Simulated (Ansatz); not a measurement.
Geometry optimisation, UKS PBE0-D4/def2-SVP in Ansatz 0.2.0.

input.yaml

```yaml
crystal:
  periodic: [false, false, false]
  atoms:
    - { symbol: O, position_ang: [-0.60534, 0.01158, 1.81245] }
    - { symbol: C, position_ang: [-0.28643, -0.07275, 0.74069] }
    - { symbol: Si, position_ang: [0.58013, 0.60283, -0.83397] }
    - { symbol: H, position_ang: [-0.48698, -0.92012, 0.08507] }
total_charge: 1
magnetization:
  spin_polarized: true
basis:
  gaussian: { orbitals: def2-SVP }
hamiltonian:
  xc: pbe0
  dispersion: d4
relax:
  f_tol: 0.02
  max_steps: 50
```

Command:

```bash
$ ansatz run input.yaml --threads 1 --pin off --max-ram 2048MiB --backend cpu --events-out ev --progress --plain --runs-dir out
```

Problem. Where does it end, and by what steps?

Solution. The run converged. Limits of this set-up: the dipole of an ion depends on the origin. After 18 steps the energy has fallen by 1.633 eV; H4 moved furthest, 1.00 Å. Parted: C2–H4. Joined: Si3–H4.

```
step  energy less start (eV)  largest force component (eV/Å)  accepted
   0                  0.0000                           5.995       yes
   1                 -0.2812                           1.196       yes
   2                 -0.3135                           0.553       yes
   3                 -0.3290                           0.519       yes
   4                 -0.3803                           2.318       yes
   5                 -0.4222                           2.138       yes
   6                 -0.3564                           7.626        no
   7                 -0.5553                           3.546       yes
   8                 -0.7506                           4.378       yes
   9                 -1.0455                           4.131       yes
  10                 -1.3430                           1.653       yes
  11                 -1.5015                           3.528       yes
  12                 -1.5591                           1.684       yes
  13                 -1.6200                           0.298       yes
  14                 -1.6267                           0.167       yes
  15                 -1.6318                           0.036       yes
  16                 -1.6325                           0.065       yes
  17                 -1.6326                           0.021       yes
  18                 -1.6326                           0.000       yes
```

```xyz
4
Properties=species:S:1:pos:R:3
O -0.628 0.267 2.255
C -0.311 0.181 1.187
Si 0.395 0.274 -0.771
H -0.255 -1.101 -0.867
```

Run time: 48 s on 1 thread of Arm Neoverse V1, with other jobs on the host, peak memory 0.13 GiB.
